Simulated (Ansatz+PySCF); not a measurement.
Results of a calculation; reference values are marked as such.
## Ansatz (development build ahead of 0.2.0) run

```yaml
crystal:
  periodic: [false, false, false]
  atoms:
    - { symbol: Al, position_ang: [0.0, 0.0, 0.0] }
    - { symbol: Cl, position_ang: [0.86941, 1.15922, 2.50978] }
basis:
  gaussian: { orbitals: STO-3G }
total_charge: 1
magnetization:
  initial_magnetization: 1
hamiltonian:
  xc: hf
correlation:
  method: ccsd_t
  frozen_orbitals: { Al: 5, Cl: 5 }
```

The input is written out in the form of the current development build from the run's settings. Correlation on restricted open-shell orbitals is semicanonical, with singles.

The run gave:

- Converged: yes
- Reference energy: -693.42588 hartree
- CCSD correlation energy: -0.03862 hartree
- Triples correction: -0.00001 hartree
- Total energy: -693.46451 hartree
- Spin squared of the determinant: 0.750
- Stability test: minimum among restricted orbitals
- T1 diagnostic: 0.003
- Largest doubles amplitude: 0.11
- Occupied orbitals by symmetry in an Abelian subgroup (alpha; beta): 9 A1 3 B1 3 B2; 9 A1 2 B1 3 B2
